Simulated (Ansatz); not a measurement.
# BPHCl (singlet): geometry optimisation

Where does this start of BPHCl (singlet) end when it is relaxed?

Method: RKS PBE0/def2-TZVP; program: Ansatz 0.2.0, Gaussian basis.

### 1 Where the work starts

4 atoms, charge 0, spin multiplicity 1.

Atoms are counted from 1 here; the program's logs count them from 0.

Bond lengths: Cl1–B2 1.635 Å, B2–P3 1.714 Å, P3–H4 1.376 Å. Angles: Cl1–B2–P3 167.6°, B2–P3–H4 98.9°.

Coordinates:

```mol
BClHP
  3D, bonds by distance, orders not assigned

  4  3  0  0  0  0  0  0  0  0999 V2000
   -1.5867    0.1097    0.0002 Cl  0  0
    0.0479    0.1345    0.0006 B   0  0
    1.7276   -0.2078   -0.0006 P   0  0
    2.2073    1.0823    0.0051 H   0  0
  1  2  8  0
  2  3  8  0
  3  4  8  0
M  END
```

The start was built by rule and, where that kept it together, relaxed with GFN2-xTB. Sticks and bond lists go by distance. 

### 2 Relaxation

Input file in.yaml:

```yaml
crystal:
  periodic: [false, false, false]
  atoms:
    - {symbol: Cl, position_ang: [-1.586697, 0.109732, 0.000176]}
    - {symbol: B, position_ang: [0.047914, 0.134504, 0.000586]}
    - {symbol: P, position_ang: [1.727604, -0.207769, -0.000570]}
    - {symbol: H, position_ang: [2.207259, 1.082350, 0.005058]}
basis:
  gaussian: {orbitals: def2-TZVP}
hamiltonian: {xc: pbe0}
relax: {f_tol: 0.004, max_steps: 80}
```

The run is started by

```console
$ ansatz run in.yaml --threads 1 --pin off --events-out ev --progress --plain --max-ram 2176MiB
```

**Question.** What will these runs give? Wanted: energy gained; shift from the start; total energy; dipole moment.

**Answer**, as computed:

| quantity | value |
| --- | --- |
| steps | 18 |
| energy gained | 0.143 eV |
| shift from the start (rms) | 0.439 Å |
| total energy | -22495.8912 eV |
| dipole moment | 1.10 D |

In words: The bonds of the start are those of the end. P3–H4 went from 1.376 to 1.481 Å. No vibrations were run, so this is a stationary point, not a proven minimum, and this spin need not be the ground state's.
